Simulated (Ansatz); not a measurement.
System: corundum Cr₂O₃. Method: rVV10 in Ansatz (PAW).

Run with plane-wave cutoff 500 eV, 10×10×10 k mesh, Fermi–Dirac smearing 0.05 eV, spin-polarised with opposed moments, scalar-relativistic PAW data made under PBE.

Computed at the level's own relaxed cell.

### Question
Give the computed volume per atom, magnetic moment (largest site, within a sphere) and band gap.

### Answer

* **volume per atom**: 9.85 Å³/atom
* **magnetic moment (largest site, within a sphere)**: 2.21 μB
* **band gap**: 1.64 eV (on the SCF k mesh)

Measured, for comparison: band gap 3.3 ± 0.1 eV (temperature not stated, no zero-point or thermal correction, middle of the range; as tabulated in Medasani et al. (2019), arXiv:1904.04625); equilibrium volume per atom 9.64 Å³/atom (temperature not stated, no zero-point or thermal correction; as tabulated in Sawada, Mater. Res. Bull. 29, 239 (1994) (COD 9015000)). Computed (rounded) less measured: band gap -1.66 eV, equilibrium volume per atom +2.2 %.

Moments are spin moments.

Static lattice: no zero-point or thermal effects.

The result took roughly 7 core-minutes.

Ansatz is a program for electronic structure.
